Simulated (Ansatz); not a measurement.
# HSO−: functionals against CCSD(T) at one geometry

One table from this session's results is given with a row withheld; the runs are named, their logs left out.

The runs use Ansatz 0.2.0, Gaussian basis; single points in def2-TZVPPD.

Correlated methods freeze the cores.

## The starting structure

SMILES `[O-]S`, 3 atoms, charge -1, spin multiplicity 1.

Atoms are counted from 1 here; the program's logs count them from 0.

Bond lengths: O1–S2 1.571 Å, S2–H3 1.491 Å. Angles: O1–S2–H3 104.5°.

Coordinates:

```xyz
3

O    -0.0591    1.2623    0.1406
S    -0.5147   -0.1836   -0.2728
H     0.5929   -1.0694    0.1881
```

Set-up of the first run:

Contents of run/in.yaml:

```yaml
crystal:
  periodic: [false, false, false]
  atoms:
    - {symbol: O, position_ang: [-0.059100, 1.262300, 0.140600]}
    - {symbol: S, position_ang: [-0.514700, -0.183600, -0.272800]}
    - {symbol: H, position_ang: [0.592900, -1.069400, 0.188100]}
basis:
  gaussian: {orbitals: "def2-TZVPPD.json"}
total_charge: -1
correlation: {method: ccsd_t}
output: {forces: true}
```

The basis file named in the input lies beside it (Basis Set Exchange, JSON).

The command line of these runs was not kept.

Among the steps run: CCSD(T)/def2-TZVPPD; PBE0-D4/def2-TZVPPD; wB97M-V/def2-TZVPPD; r2SCAN-D4/def2-TZVPPD; PBE-D4/def2-TZVPPD; HSE06-D4/def2-TZVPPD; wB97X-V/def2-TZVPPD.

One of the session's tables, all rows but one given; the rest of the session is left out.

| method | RMS force component (eV/Å) | angle to CCSD(T) forces (°) |
| --- | --- | --- |
| CCSD(T) | 0.838 | reference |
| PBE0-D4 | 0.828 | 21.8 |
| wB97M-V | 0.860 | 14.8 |
| r2SCAN-D4 | 0.739 | 13.9 |
| PBE-D4 | 0.641 | 5.0 |
| HSE06-D4 | ? | ? |
| wB97X-V | 0.900 | 14.8 |

Q: Estimate the row for HSE06-D4 from the others.

The run gave: RMS force component (eV/Å): 0.822; angle to CCSD(T) forces (°): 21.8. In the column «RMS force component (eV/Å)» it lies between r2SCAN-D4 (0.739) and PBE0-D4 (0.828).

Limits of these values: The anion's highest level is positive in at least one run, so there the basis alone may hold the extra electron.
